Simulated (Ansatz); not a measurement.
Input for Ansatz (development build ahead of 0.2.0):

```yaml
crystal:
  periodic: [false, false, false]
  atoms:
    - { symbol: P, position_ang: [0.0, 0.0, 0.0] }
    - { symbol: O, position_ang: [0.0, 1.6712, 0.0] }
    - { symbol: O, position_ang: [0.0, -1.6712, 0.0] }
basis:
  gaussian: { orbitals: pcseg-2 }
magnetization:
  initial_magnetization: 1
hamiltonian:
  xc: pbe0
```

The input is written out in the form of the current development build from the run's settings.

The run gave:

```json
{
  "Converged": "yes",
  "Total energy": "-491.48933 hartree",
  "Spin squared of the determinant": "0.750",
  "Stability test": "minimum among restricted orbitals"
}
```
